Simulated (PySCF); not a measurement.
# The first ionisation energy along the alkali metals

All values are computed (PySCF 2.14, energy differences of UHF-based or UKS calculations, no spin-orbit coupling). Values in eV. The last column holds reference values (NIST; (s) semi-empirical, (t) theoretical, else measured). Unmarked ones compare directly (S terms, centres of terms, or small fine structure); those marked * lie between the lowest fine-structure levels and include a spin-orbit shift.

```tsv
element	configurations	UHF	MP2 (valence and next inner shell)	LDA	PBE	PBE0	r2SCAN	reference
Li (x2c-QZVPPall with one added diffuse shell each of s, p type, spin-free X2C)	[He] 2s1 → 1s2	5.343	5.369	5.474	5.586	5.569	5.391	5.392
K (x2c-QZVPPall with one added diffuse shell each of s, p, d, f type, spin-free X2C)	[Ar] 4s1 → [Ar]	4.022	4.297	4.545	4.463	4.390	4.263	4.341
Rb (x2c-QZVPPall with one added diffuse shell each of s, p, d, f, g type, spin-free X2C)	[Kr] 5s1 → [Kr]	3.801	4.127	4.408	4.286	4.204	4.083	4.177
```

Problem. Which of these methods has the smallest mean absolute error against the measured values here?

Solution. MP2 (valence and next inner shell), with 0.039 eV.

```
                            method  elements  mean error (eV)  mean absolute error (eV)  largest error (eV)
                               UHF         3           -0.248                     0.248              -0.376
MP2 (valence and next inner shell)         3           -0.039                     0.039              -0.050
                               LDA         3            0.172                     0.172               0.230
                               PBE         3            0.142                     0.142               0.194
                              PBE0         3            0.085                     0.085               0.177
                            r2SCAN         3           -0.058                     0.058              -0.095
```

Errors include the incompleteness of the basis and the frozen core.

"Valence" correlates the outer s and p shells and, in groups 3 to 12 and the f block, the outer d or f shell, open or full, or the next shell where the ion has no valence electron left; the wider scheme adds the next inner shell.
